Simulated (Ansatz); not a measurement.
# CH6AlN: the cost of one run

Method: RKS PBE/cc-pVDZ, in Ansatz 0.2.0.

1 further run of the same task is left out (it didn't finish).

### Step 1. The system as given

Bond lengths: Al1–C2 2.170 Å, C2–H3 1.110 Å, C2–H4 1.110 Å, C2–H5 1.110 Å, Al1–H6 1.760 Å, Al1–N7 1.920 Å, N7–H8 1.060 Å, N7–H9 1.060 Å. Angles: Al1–C2–H3 70.8°, Al1–C2–H4 134.6°, Al1–C2–H5 112.9°, H3–C2–H4 109.4°, H3–C2–H5 109.4°, H4–C2–H5 109.4°, C2–Al1–H6 44.2°, C2–Al1–N7 160.3°, H6–Al1–N7 155.5°, Al1–N7–H8 120.0°, Al1–N7–H9 120.0°, H8–N7–H9 120.0°.

As a file:

```xyz
9

Al    0.0000    0.0000    0.0000
C     1.4047    0.0000    1.6540
H     0.4051   -0.3092    2.0245
H     2.1723   -0.7111    2.0245
H     1.6368    1.0203    2.0245
H     1.7519    0.0000    0.1685
N    -1.6627    0.0000   -0.9600
H    -2.3316   -0.8164   -0.8614
H    -1.9118    0.8164   -1.5886
```

### Step 2. A restrained relaxation towards end A

Springs on the bonds that form and break draw the guess towards this end; the thresholds are loose.

The input, input.yaml:

```yaml
crystal:
  periodic: [false, false, false]
  atoms:
    - { symbol: Al, position_ang: [0.0, 0.0, 0.0] }
    - { symbol: C, position_ang: [1.4047, 0.0, 1.654] }
    - { symbol: H, position_ang: [0.4051, -0.3092, 2.0245] }
    - { symbol: H, position_ang: [2.1723, -0.7111, 2.0245] }
    - { symbol: H, position_ang: [1.6368, 1.0203, 2.0245] }
    - { symbol: H, position_ang: [1.7519, 0.0, 0.1685] }
    - { symbol: "N", position_ang: [-1.6627, 0.0, -0.96] }
    - { symbol: H, position_ang: [-2.3316, -0.8164, -0.8614] }
    - { symbol: H, position_ang: [-1.9118, 0.8164, -1.5886] }
basis:
  gaussian: { orbitals: cc-pVDZ }
hamiltonian:
  xc: pbe
relax:
  f_tol: 0.15
  max_steps: 25
  restrain:
    - { distance: [1, 5], at: 2.31, k: 30.0 }
    - { distance: [0, 1], at: 1.97, k: 30.0 }
    - { distance: [0, 5], at: 1.56, k: 30.0 }
output:
  orbitals: {}
```

Command:

```console
$ ansatz run input.yaml --threads 1 --pin off --max-ram 2048MiB --backend cpu --events-out ev --progress --plain --runs-dir out
```

What time and memory should one allow on 1 thread of Arm Neoverse V1, shared host?

About 25 s, with a peak of 0.12 GiB.
